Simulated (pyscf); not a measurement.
This saddle point was located with ωB97X-D3(BJ)/def2-SVP in PySCF.

```xyz
8

Te    -0.8049     1.9534    -0.8219
H      0.0366     0.0458    -1.0395
H      0.5059     2.3252     0.1274
Ge    -0.9355    -0.7585     0.4961
H      0.2607    -0.8390    -0.8766
H     -0.3154    -2.1553     0.7907
H     -2.2986    -0.9401    -0.1592
H     -0.8047     0.0309     1.7985
```

Surface: singlet, charge 0. Lowest wavenumbers (cm⁻¹): 1470i, 138, 161, 288, 360.

Question: Which two sides does it connect, and which bonds change?

Answer: `[TeH2]` + `[GeH4]` <-> `[GeH3][TeH]` + `[H][H]`, a four-centre exchange read from left to right: H–Te, Ge–H broken and Ge–Te, H–H formed. At ωB97M-D3(BJ)/def2-TZVP it lies +2.33 eV from the left side and +2.70 eV from the right (each side as separated species at their lowest minima found). This is the saddle that the search found; another between the same sides may lie lower. Elements up to Kr have no core potential and no relativistic terms here. Elements past Kr carry the def2 core potentials, without spin-orbit coupling.
